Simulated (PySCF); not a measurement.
Atom-mapped SMILES (the numbers label the heavy atoms): `[cH:1]1[cH:2][cH:3][pH:4][cH:5]1`; H(Xn) means a hydrogen on atom n.

Geometry: PBE0-D3(BJ)/def2-SVP; GIAO absolute shieldings from PySCF, gas phase, non-relativistic, averaged over equivalent atoms.

At PBE0/6-31G (59 basis functions, 3.3 s wall time on 1 thread of an Arm Neoverse V2, shared host):
```tsv
atoms	σ (ppm)
C1/C2	65.2
C3/C5	67.8
P4	454.0
H(C1)/H(C2)	25.23
H(C3)/H(C5)	25.71
H(P4)	27.71
```

Question: Predict the values at wB97X-D/pcSseg-2 on the same geometry.

Answer: 
```json
{"atoms": "C1/C2", "σ at wB97X-D/pcSseg-2": "32.3", "change": "-32.9"}
{"atoms": "C3/C5", "σ at wB97X-D/pcSseg-2": "38.0", "change": "-29.8"}
{"atoms": "P4", "σ at wB97X-D/pcSseg-2": "358.9", "change": "-95.1"}
{"atoms": "H(C1)/H(C2)", "σ at wB97X-D/pcSseg-2": "23.90", "change": "-1.33"}
{"atoms": "H(C3)/H(C5)", "σ at wB97X-D/pcSseg-2": "24.17", "change": "-1.54"}
{"atoms": "H(P4)", "σ at wB97X-D/pcSseg-2": "26.00", "change": "-1.71"}
```

The largest change is at P4 (ring phosphorus). Cost: 257 basis functions, 24 s wall time on 1 thread of an Arm Neoverse V2, shared host.
